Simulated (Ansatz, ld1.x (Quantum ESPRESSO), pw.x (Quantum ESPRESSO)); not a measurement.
carbon (C) (bcc): variants of one RRKJ potential in the solid

| Property | Result |
| --- | --- |
| Element | carbon |
| Generator | ld1.x (Quantum ESPRESSO) 7.5 |
| Type | norm-conserving RRKJ (Kleinman–Bylander form) |
| Functional | PBEsol |
| Relativity | scalar-relativistic |
| Frozen core | [He] |
| Valence charge | 4 |
| Reference configuration | 2s1.75 2p2.25 |
| Partial waves | 2p (bound): rc 2.95 bohr; 3d channel at 0.2 Ry: rc 2.25 bohr; 2s (bound): rc 1.35 bohr |
| Local potential | the s channel |
| Core correction | a·sin(br)/r model core inside 1.10 bohr |
| rho0 | 0.001 |

Crystal test: bcc C in pw.x 7.5, no spin, 18³ k-points, Fermi–Dirac smearing 0.01 Ry, cutoffs set for each file from its atomic test. The reference is all-electron LAPW (Ansatz 0.2.0) with the same functional, mesh and smearing; V0 and B0 come from Birch–Murnaghan fits to the pressures at five volumes. Errors are pseudo minus all-electron; Δ is the rms difference of the E(V) curves that follow from these fits, minima aligned, over ±6 % about the mean V0. Mesh and smearing are coarse, so the numbers serve the comparison and aren't converged zero-temperature values; the lattice is a test structure that the element need not adopt.

All-electron: a0 = 2.344 Å (V0 = 6.44 Å³/atom), B0 = 211.3 GPa.

Base: The largest radius (2.95 bohr) exceeds half the bond length (1.91 bohr), so the spheres overlap, which is one possible source of error among others. This is a poor potential for the solid. Atomic configuration tests: 1 of 7 tests not solved or not reliable.

A dash in a converged row means that the minimum lies outside the volumes sampled.

```csv
change,cutoffs (Ry),pw.x,a0 (Å),a0 error (%),B0 error (%),Δ (meV/atom),mean pressure error (GPa)
base,85/340,converged,2.316,-1.19,-37.6,9.7,-6.92
wave 2s (bound): rc 1.35 bohr becomes 2s (bound): rc 0.96 bohr,110/440,converged,2.319,-1.06,-37.2,8.8,-6.42
wave 2s (bound): rc 1.35 bohr becomes 2s (bound): rc 1.16 bohr,110/440,converged,2.320,-1.03,-37.4,8.5,-6.27
wave 2s (bound): rc 1.35 bohr becomes 2s (bound): rc 1.44 bohr,75/300,converged,2.313,-1.33,-37.7,10.7,-7.45
wave 2s (bound): rc 1.35 bohr becomes 2s (bound): rc 1.76 bohr,50/200,converged,–,–,–,–,-13.73
wave 2s (bound): rc 1.35 bohr becomes 2s (bound): rc 2.02 bohr,50/200,converged,–,–,–,–,-16.80
```
